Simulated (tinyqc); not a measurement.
Inside a calculation. Method: G0W0 on RHF in the sto-3g basis, for H2O, spin multiplicity 1. One step of it, computed by the program tinyqc.

Question. G0W0 on Hartree-Fock: LUMO. W(p,q,m) = sqrt2 sum_ia (pq|ia) (X+Y)_ia,m; Sigma_c(x) = sum_(i,m) W^2/(x - e_i + w_m) + sum_(a,m) W^2/(x - e_a - w_m); solve x = e_p + Sigma_c(x) by Newton steps; Z = 1/(1 - dSigma/dx); 1 hartree = 27.211386 eV.

orbital energies (hartree): MO1 -20.248758, MO2 -1.282787, MO3 -0.611940, MO4 -0.470519, MO5 -0.396734, MO6 0.627647, MO7 0.737885

Two-electron integrals over orbitals (pq|rs), unique and non-zero (hartree):
```
(11|11) 4.744416    (21|11) -0.414577   (21|21) 0.057716    (22|11) 1.003058
(22|21) -0.012453   (22|22) 0.732112    (31|31) 0.011354    (32|31) 0.018122
(32|32) 0.144714    (33|11) 0.809647    (33|21) -0.004404   (33|22) 0.651614
(33|33) 0.639490    (41|11) 0.192749    (41|21) -0.023425   (41|22) 0.016980
(41|33) 0.006818    (41|41) 0.028244    (42|11) -0.131589   (42|21) 0.009627
(42|22) 0.007450    (42|33) 0.006484    (42|41) 0.017787    (42|42) 0.121920
(43|31) -0.003960   (43|32) 0.017513    (43|43) 0.047840    (44|11) 0.995564
(44|21) -0.013857   (44|22) 0.671327    (44|33) 0.601685    (44|41) -0.011138
(44|42) -0.103767   (44|44) 0.780361    (51|51) 0.026048    (52|51) 0.032310
(52|52) 0.143419    (53|53) 0.029334    (54|51) -0.014142   (54|52) -0.048994
(54|54) 0.057373    (55|11) 1.115336    (55|21) -0.011621   (55|22) 0.746661
(55|33) 0.634259    (55|41) 0.005387    (55|42) -0.070418   (55|44) 0.727299
(55|55) 0.880159    (61|11) -0.235672   (61|21) 0.035689    (61|22) 0.000420
(61|33) 0.000514    (61|41) -0.000816   (61|42) 0.020707    (61|44) -0.020093
(61|55) -0.006106   (61|61) 0.032081    (62|11) 0.311073    (62|21) -0.006308
(62|22) 0.145354    (62|33) 0.080377    (62|41) 0.018944    (62|42) 0.018902
(62|44) 0.085661    (62|55) 0.159452    (62|61) 0.007699    (62|62) 0.103756
(63|31) 0.003553    (63|32) -0.034857   (63|43) -0.026805   (63|63) 0.065809
(64|11) 0.221621    (64|21) -0.002445   (64|22) 0.092702    (64|33) 0.044437
(64|41) 0.001220    (64|42) -0.037910   (64|44) 0.124255    (64|55) 0.117190
(64|61) -0.001250   (64|62) 0.059082    (64|64) 0.071242    (65|51) 0.015556
(65|52) 0.058360    (65|54) -0.002168   (65|65) 0.038739    (66|11) 0.818805
(66|21) -0.006965   (66|22) 0.623699    (66|33) 0.576913    (66|41) 0.021489
(66|42) 0.057242    (66|44) 0.554275    (66|55) 0.595994    (66|61) 0.009057
(66|62) 0.101464    (66|64) 0.044433    (66|66) 0.604806    (71|31) 0.015331
(71|32) 0.022808    (71|43) -0.005521   (71|63) 0.004248    (71|71) 0.020760
(72|31) 0.013688    (72|32) 0.037362    (72|43) -0.036393   (72|63) 0.036180
(72|71) 0.017524    (72|72) 0.060890    (73|11) 0.358845    (73|21) -0.007603
(73|22) 0.131493    (73|33) 0.089921    (73|41) -0.000945   (73|42) -0.080127
(73|44) 0.156665    (73|55) 0.187030    (73|61) -0.007324   (73|62) 0.076336
(73|64) 0.080734    (73|66) 0.037641    (73|73) 0.154050    (74|31) -0.010157
(74|32) -0.079599   (74|43) 0.002854    (74|63) 0.042517    (74|71) -0.013466
(74|72) -0.015467   (74|74) 0.071374    (75|53) 0.023509    (75|75) 0.023713
(76|31) 0.009077    (76|32) 0.096429    (76|43) 0.046289    (76|63) -0.058971
(76|71) 0.011596    (76|72) -0.012814   (76|74) -0.058483   (76|76) 0.111953
(77|11) 0.859837    (77|21) -0.009022   (77|22) 0.624207    (77|33) 0.613644
(77|41) 0.004487    (77|42) -0.010425   (77|44) 0.605683    (77|55) 0.621785
(77|61) -0.004697   (77|62) 0.068329    (77|64) 0.039279    (77|66) 0.570764
(77|73) 0.085793    (77|77) 0.618735
```

excitation energies w (hartree): 1.099132  1.176640  1.181093  1.267617  1.428164  1.613225  2.143879  2.151328  20.940472  21.028138

X + Y:
```
            1          2         3          4          5          6          7          8
1>6  0.000000  -0.000068  0.000000   0.000000   0.000000   0.001704   0.000000  -0.001013
1>7  0.000000   0.000000  0.000000   0.002069   0.001195   0.000000  -0.003357   0.000000
2>6  0.000000  -0.081193  0.000000   0.000000   0.000000  -0.317554   0.000000   0.899334
2>7  0.000000   0.000000  0.000000   0.095477  -0.048948   0.000000   0.967235   0.000000
3>6  0.000000   0.000000  0.000000  -0.661528   0.688330   0.000000   0.061815   0.000000
3>7  0.000000  -0.292128  0.000000   0.000000   0.000000   0.846103   0.000000   0.209606
4>6  0.000000   0.927410  0.000000   0.000000   0.000000   0.200848   0.000000   0.098974
4>7  0.000000   0.000000  0.000000   0.721959   0.618719   0.000000  -0.021279   0.000000
5>6  0.965397   0.000000  0.000000   0.000000   0.000000   0.000000   0.000000   0.000000
5>7  0.000000   0.000000  0.980128   0.000000   0.000000   0.000000   0.000000   0.000000

             9         10
1>6   0.998469   0.000000
1>7   0.000000   0.999012
2>6   0.000135   0.000000
2>7   0.000000   0.000323
3>6   0.000000   0.000048
3>7  -0.000090   0.000000
4>6  -0.000013   0.000000
4>7   0.000000  -0.000148
5>6   0.000000   0.000000
5>7   0.000000   0.000000
```

Give: The 12 largest terms at x = e_p; Newton steps; quasiparticle energy of the LUMO; Hartree-Fock value.

Answer.

The 12 largest terms at x = e_p (hartree; W for the signs of X + Y given):
```
q  m       W       term
6  8   0.146     -0.010
7  5  -0.108     -0.008
2  8   0.163      0.007
4  8   0.109   3.66e-03
3  5   0.099   3.66e-03
4  6   0.090   3.01e-03
5  1   0.053   1.32e-03
4  2   0.053   1.25e-03
2  6   0.062   1.07e-03
3  7   0.054   8.60e-04
6  2   0.031  -8.21e-04
2  2   0.034   3.75e-04
```

Newton steps (hartree):
```
step      x  Sigma_c(x)      Z
0     0.628    3.21e-03  0.983
1     0.631    3.15e-03  0.983
2     0.631    3.15e-03  0.983
```

quasiparticle energy of the LUMO = 17.165 eV

Hartree-Fock value = 17.079 eV
